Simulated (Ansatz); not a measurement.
System: Sb2O3 (Pccn, No. 56). Method: PBEsol-D3(BJ) in Ansatz (plane waves, PAW).

Run with plane-wave cutoff 520 eV, 8×6×4 k mesh (along the axes of the cell as run), Fermi–Dirac smearing 0.01 eV, scalar-relativistic PAW data made under PBE.

The cell is scaled about its equilibrium volume:

Shape and atoms are relaxed at each volume.

| V (Å³/atom) | P (GPa) | direct gap at Γ (eV) |
|---|---|---|
| 14.715 | 1.91 | 1.187 |
| 15.021 | 0.88 | 1.347 |
| 15.328 | 0.01 | 1.498 |
| 15.634 | -0.73 | 1.640 |
| 15.941 | -1.34 | 1.775 |

A straight line through the gaps at Γ against ln V gives a volume deformation potential dE_g(Γ)/d ln V of 7.3 eV: the gap at Γ narrows under compression.

Note: the relaxation could not lower the start's symmetry, so the cell can be a saddle point above a distorted one; the volume lies 7 % below that of the published cell; the bulk modulus comes from volumes at which shape and atoms were relaxed.

Spin–orbit coupling is not included.

Ansatz is a first-principles code.
